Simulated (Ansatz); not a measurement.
Input file:

```yaml
crystal:
  periodic: [false, false, false]
  atoms:
    - {symbol: Al, position_ang: [0.000000, -0.074388, 0.613390]}
    - {symbol: C, position_ang: [0.000000, 0.010117, -1.308029]}
    - {symbol: H, position_ang: [0.000000, 1.321704, 1.420502]}
    - {symbol: H, position_ang: [0.000000, 0.549036, -2.253748]}
basis:
  gaussian: {orbitals: 6-31G}
magnetization: {spin_polarized: false, initial_magnetization: 5}
correlation: {method: fci, electrons: outside_noble_gas}
```

```sh
$ ansatz run in.yaml --threads 2 --pin off --events-out ev --progress --plain --max-ram 24576MiB --backend cuda --devices 0, --max-vram 18GiB
```

Output:

```
564 factors; integrals over basis functions are off by at most 2.2e-7 eV
mean field evaluation 1: about -7633.4797 eV, gradient 1.0e1 eV
mean field evaluation 2: about -7633.4843 eV, gradient 1.0e1 eV
mean field evaluation 4: about -7634.8978 eV, gradient 1.7e0 eV
mean field evaluation 8: about -7635.2069 eV, gradient 4.7e-1 eV
mean field evaluation 16: about -7635.2084 eV, gradient 9.3e-7 eV
mean field -7635.20835939 eV, -280.5887318775 hartree, gradient 9.5e-7 eV, S^2 8.750000; 0 other end points of the search recorded, 0 dependent functions left out
mean field evaluation 32: about -7635.4079 eV, gradient 1.2e-4 eV
6 core orbitals not correlated: weight in the atoms' cores, before any rotation towards them, 1.000 or more for the frozen orbitals, at most 0.000 for the correlated occupied ones
reference -7635.20835939 eV, -280.5887318775 hartree; 7, 2 occupied and 13, 18 virtual orbitals, 564 factors
state -7637.73141926 eV, -280.6814526176 hartree
Total energy: -7637.73141926 eV, -280.6814526176 hartree
```

Natural occupations: 1.9678 1.9325 1.0196 0.9997 0.9898 0.9897 0.9820 0.0353 0.0292 0.0210 0.0078 0.0055 0.0050 0.0048 0.0029 0.0023 0.0023 0.0014 0.0009 0.0005.

Ran on 2 threads of AMD EPYC 7R13 with a shared H100 80 GB, shared host: 14 s wall, 1 GiB peak host memory.
